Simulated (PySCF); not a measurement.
Why did this PySCF run fail?

```python
from pyscf import gto, scf, mp

mol = gto.M(
    atom='P 0 0 0; N 0 0 1.78',
    basis='jorge-dzp',
    charge=0,
    spin=2,
    verbose=3,
)
mf = scf.UHF(mol)
mf.max_cycle = 8
mf.kernel()
mp.MP2(mf, frozen=6).kernel()
mf.dip_moment()
print('orbital energies (hartree):', [e[max(0, n-3):n+3].round(4) for e, n in zip(mf.mo_energy, mol.nelec)])
```

```bash
$ python input.py
```

The log, shortened:

```
SCF not converged.
SCF energy = -395.051583746458 after 8 cycles  <S^2> = 2.0220884  2S+1 = 3.0146896
E(UMP2) = -395.287817215548  E_corr = -0.236233469090028
E(SCS-UMP2) = -395.283966550481  E_corr = -0.232382804023171
Dipole moment(X, Y, Z, Debye): -0.00000,  0.00000, -2.29110
orbital energies (hartree): [array([-0.4739, -0.4107, -0.3702,  0.0014,  0.1505,  0.4237]), array([-0.6495, -0.4402, -0.3787, -0.0098,  0.0315,  0.1629])]
```

Q: Which setting is at fault, why, and what does a mended input give?

A: The cycle limit (8): the limit is below the number of cycles that the SCF needs. With this edit
```diff
- mf.max_cycle = 8
```
the run finishes: E(SCF) = -395.053602 Eh, E(MP2) − E(SCF) = -0.23593 Eh, ⟨S²⟩ = 2.025, μz(SCF) = -2.26 D.

The bond length is a typed value, not an optimised one. No search for the lowest solution was made.
